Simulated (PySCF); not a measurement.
## Molecular orbitals of NaCl

PBE at R = 2.385 Å; Na 6-311G(d,p), Cl 6-311G(d,p); no relativity (PySCF 2.14). State: ¹Σ⁺ (singlet), closed shell. Only the outer orbitals are listed, counted within each symmetry.

```csv
orbital,occ.,ε (eV),on Na (%),main shells (%)
5σ,2,-57.15,100,100 Na s
2π,2,-29.42,100,100 Na p
2π,2,-29.42,100,100 Na p
6σ,2,-29.36,100,100 Na p
7σ,2,-16.89,1,98 Cl s
8σ,2,-5.78,10,89 Cl p
3π,2,-5.28,3,97 Cl p
3π,2,-5.28,3,97 Cl p
9σ,0,-2.39,97,"80 Na s, 17 Na p"
4π,0,-0.26,100,100 Na p
4π,0,-0.26,100,100 Na p
```

Question: Which are the highest filled and the lowest empty level, where do they sit, and how wide is the gap?

Answer: Highest filled 3π at -5.28 eV (in %: 97 Cl p); lowest empty 9σ at -2.39 eV (in %: 80 Na s, 17 Na p); the gap at PBE is 2.89 eV.

The bond order (Mayer) is 0.62. The ⟨S²⟩ is 0.000 and the charge on Na (Mulliken, basis-dependent) is 0.66. The charge on Na (Löwdin, basis-dependent) is 0.36. The dipole moment (positive dipole means Na(−)Cl(+)) is -8.87 D and the polarisability along the bond is 42.6 bohr³. The polarisability across the bond is 21.6 bohr³.
